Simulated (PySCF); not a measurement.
Process, species as SMILES: S(F)F + 2 [H][H] (H2) → 2 F (HF) + S (H2S)
B3LYP-D3(BJ)/def2-TZVP geometries, fixed; electronic energies without zero-point terms.
Largest species:
```
S
F 1 1.6052
F 1 1.6052 2 98.75
```
Charge 0, spin multiplicity 1.

Basis-set convergence of the energy of full hydrogenation at PBE with PySCF. All functions are spherical. Density fitting with generated auxiliary sets. No added dispersion term, no relativity. Functions are those of the species that has most. Reference: the value in aug-pcseg-3, -64.28 kcal/mol, itself unsure by roughly 0.15 kcal/mol (its mean distance from aug-cc-pV(Q+d)Z, def2-QZVPPD, pcseg-3). Deviations are taken from unrounded values. Cost is core time over that of cc-pV(D+d)Z, rough, on shared machines of one kind.

```json
[
 {"basis": "cc-pV(D+d)Z", "functions": "51", "energy of full hydrogenation (kcal/mol)": "-59.68", "minus reference (kcal/mol)": "4.60", "cost": "1×"},
 {"basis": "aug-pcseg-1", "functions": "73", "energy of full hydrogenation (kcal/mol)": "-74.91", "minus reference (kcal/mol)": "-10.62", "cost": "1×"},
 {"basis": "6-311+G**", "functions": "74", "energy of full hydrogenation (kcal/mol)": "-79.36", "minus reference (kcal/mol)": "-15.08", "cost": "1×"},
 {"basis": "6-311++G(2d,2p)", "functions": "89", "energy of full hydrogenation (kcal/mol)": "-73.58", "minus reference (kcal/mol)": "-9.30", "cost": "1×"},
 {"basis": "def2-TZVPP", "functions": "104", "energy of full hydrogenation (kcal/mol)": "-63.33", "minus reference (kcal/mol)": "0.95", "cost": "2×"},
 {"basis": "6-311++G(3df,3pd)", "functions": "125", "energy of full hydrogenation (kcal/mol)": "-67.86", "minus reference (kcal/mol)": "-3.57", "cost": "2×"},
 {"basis": "def2-TZVPPD", "functions": "131", "energy of full hydrogenation (kcal/mol)": "-65.73", "minus reference (kcal/mol)": "-1.45", "cost": "2×"},
 {"basis": "aug-pcseg-2", "functions": "142", "energy of full hydrogenation (kcal/mol)": "-65.62", "minus reference (kcal/mol)": "-1.34", "cost": "2×"},
 {"basis": "aug-cc-pV(Q+d)Z", "functions": "249", "energy of full hydrogenation (kcal/mol)": "-64.47", "minus reference (kcal/mol)": "-0.18", "cost": "7×"}
]
```
